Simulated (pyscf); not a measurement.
5 gas-phase steps of one pattern: 1,1-elimination on the singlet surface, Al/Ga/In–F/Cl/Br/I, Al/Ga/In–H broken and F/Cl/Br/I–H formed. Structures and frequencies: ωB97X-D3(BJ)/def2-SVP in PySCF. Electronic energies in eV, from the reactant's lowest minimum found; ΔE‡ at ωB97M-D3(BJ)/def2-TZVP, beside the barrier at PBE/def2-TZVP on the same structures. Rows were drawn at random from the steps of this pattern with a verified saddle, stable references and no exit in the data more than 5 kcal/mol lower.

```csv
row,step,ΔE‡(PBE),ΔE‡
1,F–InH–Cl (SMILES [F][InH][Cl]) → Cl–In (SMILES [Cl][In]) [singlet] + HF (SMILES F),1.28,1.77
2,F–GaH–Cl (SMILES [F][GaH][Cl]) -> Cl–Ga (SMILES [Cl][Ga]) [singlet] + HF (SMILES F),1.88,2.35
3,F–GaH–Cl (SMILES [F][GaH][Cl]) → F–Ga (SMILES [F][Ga]) [singlet] + HCl (SMILES Cl),1.88,2.40
4,Cl–GaH–Cl (SMILES [Cl][GaH][Cl]) → HCl (SMILES Cl) + Cl–Ga (SMILES [Cl][Ga]) [singlet],1.86,2.40
5,Cl–AlH–Cl (SMILES [Cl][AlH][Cl]) → HCl (SMILES Cl) + Al–Cl (SMILES [Al][Cl]) [singlet],2.59,?
```

**Question.** From a straight line through the complete rows, estimate the missing barrier and say how far the line can be trusted.

**Answer.** Over the 4 complete rows the means are +1.73 (ΔE‡(PBE)) and 2.23 (ΔE‡); least squares gives b = 1.03 and a = 0.45 eV, with residuals of 0.03 eV (root mean square; largest 0.04, row 2). For row 5: 0.45 + 1.03 × (+2.59) = 3.12 eV, an extrapolation. The computed barrier is 3.13 eV, 0.01 over the line. The line follows these rows closely. Each barrier is that of the saddle found. Elements up to Kr have no core potential and no relativistic terms here. Elements past Kr carry the def2 core potentials, without spin-orbit coupling.
